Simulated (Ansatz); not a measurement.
Antifluorite Mg2Ge, treated with PBE-D3(BJ) (PAW; Ansatz, a program for electronic structure).

Numerical settings: plane-wave cutoff 520 eV, 20×20×20 k mesh, scalar-relativistic PAW data made under PBE.

Computed at the level's own relaxed cell.

```
Mg2Ge
1.0
    0.00000     3.16219     3.16219
    3.16219     0.00000     3.16219
    3.16219     3.16219     0.00000
Mg Ge
2 1
Cartesian
  1.58110   1.58110   1.58110
  4.74329   4.74329   4.74329
  0.00000   0.00000   0.00000
```

Problem. Give the elastic tensor (Voigt notation, GPa, ions relaxed, in the Cartesian axes of the cell as printed).

Solution. 
```
  116.4    23.7    23.7     0.0     0.0     0.0
   23.7   116.4    23.7     0.0     0.0     0.0
   23.7    23.7   116.4     0.0     0.0     0.0
    0.0     0.0     0.0    46.9     0.0     0.0
    0.0     0.0     0.0     0.0    46.9     0.0
    0.0     0.0     0.0     0.0     0.0    46.9
```

Note: the dispersion coefficients are held fixed in the derivatives.
